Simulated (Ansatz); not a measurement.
**Relaxing Ir**

These are results of DFT PBEsol, scalar-relativistic, plane waves, PAW (Ansatz), not measurements. Cutoff 420 eV, Γ-centred k mesh, Gaussian smearing, no spin polarisation in the final step.

Ir was placed on the alpha-boron structure type (R-3m, No. 166), at a guessed volume.

```yaml
crystal:
  lattice:
    - [3.13929, 1.81247, 5.35375]
    - [-3.13929, 1.81247, 5.35375]
    - [0.00000, -3.62494, 5.35375]
  atoms:
    - { symbol: Ir, position: [0.01019, 0.65361, 0.01019] }
    - { symbol: Ir, position: [0.01019, 0.01019, 0.65361] }
    - { symbol: Ir, position: [0.65361, 0.01019, 0.01019] }
    - { symbol: Ir, position: [0.98981, 0.34639, 0.98981] }
    - { symbol: Ir, position: [0.34639, 0.98981, 0.98981] }
    - { symbol: Ir, position: [0.98981, 0.98981, 0.34639] }
    - { symbol: Ir, position: [0.22118, 0.63060, 0.22118] }
    - { symbol: Ir, position: [0.22118, 0.22118, 0.63060] }
    - { symbol: Ir, position: [0.63060, 0.22118, 0.22118] }
    - { symbol: Ir, position: [0.77882, 0.36940, 0.77882] }
    - { symbol: Ir, position: [0.36940, 0.77882, 0.77882] }
    - { symbol: Ir, position: [0.77882, 0.77882, 0.36940] }
```

Cell and atoms relax at zero pressure; the relaxation can't lower the symmetry of the start. After a coarse first stage the cell is made exact in the group found at 0.06 Å.

Energies count from the standard state of Ir at the same level.

Task: Which crystal results?

Result: It keeps R-3m (No. 166). The result has the alpha-boron structure. Conventional cell: a = 6.996 Å, c = 16.557 Å. Ir on Wyckoff site h (6 atoms of the primitive cell) has 6 Ir at 2.35–2.60 Å; Ir on Wyckoff site h (6 atoms of the primitive cell) has 7 Ir at 2.48–2.74 Å.

```
Ir
1.0
     3.49804    2.01959    5.51915
    -3.49804    2.01959    5.51915
     0.00000   -4.03919    5.51915
Ir
12
Direct
  0.01251 0.65859 0.01251
  0.01251 0.01251 0.65859
  0.65859 0.01251 0.01251
  0.98749 0.34141 0.98749
  0.34141 0.98749 0.98749
  0.98749 0.98749 0.34141
  0.24075 0.59917 0.24075
  0.24075 0.24075 0.59917
  0.59917 0.24075 0.24075
  0.75925 0.40083 0.75925
  0.40083 0.75925 0.75925
  0.75925 0.75925 0.40083
```

Task: What are its volume, energy, density and gap?

Result: The volume per atom is 19.50 Å³ and the density is 16.37 g/cm³. The energy over the standard structure is 0.98 eV/atom. The gap on the 9×9×9 mesh is 0 eV (a metal).

The final run used a 9×9×9 mesh on its 12-atom cell and 0.10 eV smearing. The k mesh leaves about 4 meV/atom of noise in metals. Spin–orbit coupling is left out. Symmetry constrained the relaxation, so the result can be a saddle point.

This form isn't the element's structure at ambient conditions.